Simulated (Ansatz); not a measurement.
Structure relaxation of SnP2

These are results of Ansatz, DFT PBE, scalar-relativistic, plane waves, PAW, not measurements. Cutoff 420 eV, Γ-centred k mesh, Gaussian smearing, no spin polarisation in the final step.

The start puts SnP2 on the anatase structure type (I4_1/amd, No. 141), with Sn in place of Ti, P in place of O, at a guessed volume.

```
CELL_PARAMETERS angstrom
-2.32126 2.32126 5.83474
2.32126 -2.32126 5.83474
2.32126 2.32126 -5.83474
ATOMIC_POSITIONS crystal
Sn 0.00000 0.00000 0.00000
Sn 0.75000 0.25000 0.50000
P 0.20660 0.20660 0.00000
P 0.95660 0.45660 0.50000
P 0.54340 0.04340 0.50000
P 0.79340 0.79340 0.00000
```

Steps on the 6×6×6 mesh (6 atoms). 12 of 34 steps are shown, and the free energy counts from the last. Trial steps that were taken back and renewals of the plane-wave basis can be among the rows.

```
step  ΔF (meV/atom) V (Å³/atom) P (GPa) largest force component (eV/Å)
   1          837.9        20.96    30.89                           0.891
   4          308.5        29.23    -1.44                           0.060
   7          302.0        28.53     0.89                           0.220
  10          285.6        28.78     0.66                           0.013
  13          226.6        29.29     0.22                           0.166
  16          150.7        29.44     0.36                           0.028
  19           83.2        26.71    -0.62                           0.092
  22           80.3        25.70     0.79                           0.042
  25           36.9        26.05     1.56                           0.026
  28           10.9        26.35     0.62                           0.026
  31            1.4        27.00    -0.46                           0.075
  34            0.0        26.62     0.14                           0.003
```

Steps on the 12×12×12 mesh (6 atoms). 11 of 17 steps are shown, and the free energy counts from the last.

| step | ΔF (meV/atom) | V (Å³/atom) | P (GPa) | largest force component (eV/Å) |
| --- | --- | --- | --- | --- |
| 1 | 278.8 | 26.62 | -0.04 | 0.379 |
| 2 | 271.1 | 26.12 | 0.18 | 0.240 |
| 4 | 160.0 | 23.68 | -1.10 | 0.300 |
| 5 | 108.8 | 21.96 | 1.52 | 0.548 |
| 7 | 40.8 | 22.39 | -0.96 | 0.530 |
| 8 | 26.3 | 21.59 | 1.78 | 0.229 |
| 10 | 23.1 | 22.16 | -0.10 | 0.071 |
| 13 | 2.0 | 22.41 | 0.39 | 0.072 |
| 14 | 0.5 | 22.53 | 0.07 | 0.080 |
| 16 | 0.2 | 22.59 | 0.00 | 0.002 |
| 17 | 0.0 | 22.59 | 0.01 | 0.001 |

A final relaxation ran on a 16×16×16 mesh. The relaxed crystal, I4_1/amd (No. 141):

```cif
data_structure
_symmetry_space_group_name_H-M 'I4_1/amd:1'
_symmetry_Int_Tables_number 141
_cell_length_a 3.1523
_cell_length_b 3.1523
_cell_length_c 27.2639
_cell_angle_alpha 90.000
_cell_angle_beta 90.000
_cell_angle_gamma 90.000
_cell_volume 270.92
loop_
_atom_site_label
_atom_site_type_symbol
_atom_site_symmetry_multiplicity
_atom_site_Wyckoff_symbol
_atom_site_fract_x
_atom_site_fract_y
_atom_site_fract_z
_atom_site_occupancy
Sn1 Sn 4 a 0.00000 0.00000 0.00000 1
P1 P 8 e 0.00000 0.00000 0.15171 1
```

For SnP2, the volume per atom is 22.58 Å³, the density is 4.43 g/cm³ and the energy over the elements is 0.26 eV/atom. The gap on the 16×16×16 mesh is 0 eV (a metal).

Energies over the elements count from the elements' standard structures at the same level, with no empirical corrections.

The final run used a 16×16×16 mesh on its 6-atom cell and 0.10 eV smearing. For metals, differences of a few meV/atom aren't resolved.

A structure relaxed within its symmetry needn't be a true minimum.